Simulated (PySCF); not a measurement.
**Ionising CN**

r²SCAN; C def2-TZVPPD, N def2-TZVPPD; no relativity (PySCF 2.14). Neutral (UKS): doublet (σ ↑), Re = 1.165 Å, ωe = 2149 cm⁻¹, De = 7.72 eV, HOMO -9.68 eV, LUMO -7.08 eV.

CN⁺ (UKS): triplet (σ ↑, π ↑), Re = 1.231 Å, ωe = 1809 cm⁻¹, De = 5.47 eV to C⁺ + N. The energies at the minima are -92.69783 hartree for CN and -92.18607 for CN⁺.

(1) Work out the adiabatic ionisation energy, without and with harmonic zero-point energies (1 hartree = 27.2114 eV, 1 eV = 8065.5 cm⁻¹), and the change of the bond length.

CN⁻ (UKS): singlet (closed shell), Re = 1.173 Å, ωe = 2127 cm⁻¹, De = 10.25 eV to C⁻ + N. The energies at the minima are -92.69783 hartree for CN and -92.83554 for CN⁻.

(2) Work out the adiabatic electron affinity, without and with harmonic zero-point energies (1 hartree = 27.2114 eV, 1 eV = 8065.5 cm⁻¹), and the change of the bond length.

For an ion De counts to the pair picked by the measured ionisation energies or electron affinities, which need not be the lowest pair at this level. States were picked by a PBE0 search and need not be the measured ground states.

Results:

(1) At r²SCAN: 0.51176 hartree = 13.926 eV between the minima; the zero-point term (1809.0 − 2149.0)/2 cm⁻¹ = -0.021 eV makes it 13.905 eV. Re changes by +6.6 pm against the neutral. The electron leaves a π orbital, and the longer bond of the ion fits a bonding orbital, or a change in how ionic the bond is.

(2) At r²SCAN: 0.13771 hartree = 3.747 eV between the minima; the zero-point term (2149.0 − 2127.0)/2 cm⁻¹ = +0.001 eV makes it 3.749 eV. Re changes by +0.8 pm against the neutral. The electron enters a σ orbital; the charge polarises the partner, so the anion is bound more strongly.
